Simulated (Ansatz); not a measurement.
**CH$_{5}$, doublet: from triple and quadruple zeta to the limit**

| atom | x (Å) | y (Å) | z (Å) |
| --- | --- | --- | --- |
| H | -1.8804 | 0.0000 | 0.0000 |
| H | -0.9034 | 0.0000 | 0.0000 |
| C | 0.1866 | 0.0000 | 0.0000 |
| H | 0.1866 | -1.0800 | 0.0000 |
| H | 0.1866 | 0.5400 | 0.9353 |
| H | 0.1866 | 0.5400 | -0.9353 |

Ansatz 0.2.0, UHF determinant, valence electrons correlated. Energies in eV.

| set | X | functions | Hartree–Fock | MP2 correlation | CCSD(T) correlation | time |
| --- | --- | --- | --- | --- | --- | --- |
| def2-TZVPP | 3 | 101 | -1105.9374 | -5.7800 | -6.6090 | 3.1 s on 1 × NVIDIA H100 80GB HBM3 with 1 thread of AMD EPYC 7R13 Processor (Zen 3), with other jobs on the host |
| def2-QZVPP | 4 | 207 | -1106.0107 | -6.1217 | -6.9002 | 4.3 s on 1 × NVIDIA H100 80GB HBM3 with 1 thread of AMD EPYC 7R13 Processor (Zen 3), on a shared host |

Hartree–Fock is taken to follow E(X) = E∞ + A·exp(−7.88·√X), correlation E(X) = E∞ + B·X^−2.97.

Work out the CCSD(T) energy at the limit, and how far the shortcut misses it that extrapolates MP2 and adds CCSD(T) minus MP2 from the smaller set.

Hartree–Fock: E∞ = E4 + 0.1377·(E4 − E3) = -1106.0208. Correlation: E∞ = E4 + 0.7407·(E4 − E3) = -7.1159 for CCSD(T) and -6.3748 for MP2. The limit is -1113.1367 eV, 0.226 eV below def2-QZVPP. The shortcut gives a correlation energy of -6.3748 + (-0.8291) = -7.2039, 88 meV lower than the direct value.
